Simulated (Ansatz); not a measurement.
System: CH$_{3}$F, charge 1, doublet. CH3F+ (parent SMILES CF, doublet).
B3LYP-D3(BJ)/def2-TZVP minimum from Ansatz (a first-principles code):
```
C
F 1 1.2871
H 1 1.0874 2 116.86
H 1 1.1715 3 118.18 2 -135.44
H 1 1.1715 3 118.18 4 -89.12
```
Charge +1, spin multiplicity 2.

Total energies in cc-pVDZ, 13 correlated electrons, 2 frozen orbitals. Open shells are spin-unrestricted; no spin-orbit coupling. Cores are frozen in correlated methods. No relativity. The spin of CH3F+ (parent SMILES CF, doublet) was assumed, and the state is the lowest solution found for it.

```
method    program  energy (Eh)  minus CCSDTQ (mEh)
--------  -------  -----------  ------------------
HF         Ansatz   -138.60749              350.47
MP2        Ansatz   -138.92839               29.57
CCSD       Ansatz   -138.94857                9.39
CCSD(T)    Ansatz   -138.95664                1.32
CCSDT(Q)   Ansatz   -138.95803               -0.07
CCSDTQ     Ansatz   -138.95796                0.00
```

Rough core times of Ansatz's runs on a shared machine: CCSD(T) under 20 s, CCSDT(Q) 2 min, CCSDTQ 2 h.
